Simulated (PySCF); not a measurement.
## Beryllium: a sound run and one with changed settings

Sound run: Be [He] 2s2, Be⁺ [He] 2s1. All numbers are calculated (PySCF 2.14, the non-relativistic Hamiltonian (point nucleus), in aug-cc-pVDZ (4s3p2d, 23 functions)). In the sound run the correlated levels freeze 1s2. The sound run starts from symmetry-adapted Hartree-Fock orbitals and uses a fine grid where one is needed.

A second run was set up differently.

```json
{"species": "Be", "method": "MP2", "sound run (hartree)": "-14.59815", "changed run (hartree)": "-14.59890", "converged": "yes"}
{"species": "Be", "method": "CCSD(T)", "sound run (hartree)": "-14.61690", "changed run (hartree)": "-14.61749", "converged": "yes"}
{"species": "Be⁺", "method": "MP2", "sound run (hartree)": "n/a", "changed run (hartree)": "-14.27617", "converged": "yes"}
{"species": "Be⁺", "method": "CCSD(T)", "sound run (hartree)": "n/a", "changed run (hartree)": "-14.27623", "converged": "yes"}
```

Ionisation energy of Be:

```json
{"method": "UHF", "sound run (eV)": "8.075", "changed run (eV)": "8.075"}
{"method": "MP2", "sound run (eV)": "8.776", "changed run (eV)": "8.782"}
{"method": "SCS-MP2", "sound run (eV)": "8.916", "changed run (eV)": "8.923"}
{"method": "CCSD", "sound run (eV)": "9.286", "changed run (eV)": "9.285"}
{"method": "CCSD(T)", "sound run (eV)": "9.286", "changed run (eV)": "9.286"}
```

**Question.** What was changed?
A. all electrons correlated in a valence basis
B. minimal basis
C. basis contracted for another Hamiltonian
D. a valence shell is frozen

**Answer.** A. A valence basis has no tight correlating functions, so it recovers only part of the core correlation, and not evenly between atom and ion.
